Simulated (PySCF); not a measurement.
## Vibration and rotation of SO⁻

UHF-CCSD(T) constants of SO⁻, ²Π (doublet), unpaired electrons π ↑ (PySCF, spin-free X2C with a Gaussian nucleus, basis sets S aug-cc-pVDZ-DK, O aug-cc-pVDZ-DK; masses 31.9721 and 15.9949 u):

```
ωe              : 847.5 cm⁻¹
ωexe            : 5.8 cm⁻¹
Be              : 0.58902 cm⁻¹
αe              : 0.00528 cm⁻¹
D (centrifugal) : 1.14e-06 cm⁻¹
```

Q: Give the vibrational terms G(v) and spacings up to v = 6.

A: G(v) = ωe(v+½) − ωexe(v+½)².

```csv
v,G(v) (cm⁻¹),G(v) − G(v−1),Bv (cm⁻¹)
0,422,,0.5864
1,1258,836,0.5811
2,2082,824,0.5758
3,2895,813,0.5705
4,3696,801,0.5653
5,4486,790,0.5600
6,5264,778,0.5547
```

Correlated steps freeze 6 core orbitals. The CCSD T1 diagnostic is raised, a sign that a single reference may not be enough here. The state was picked by a PBE0 search and need not be the measured ground state.
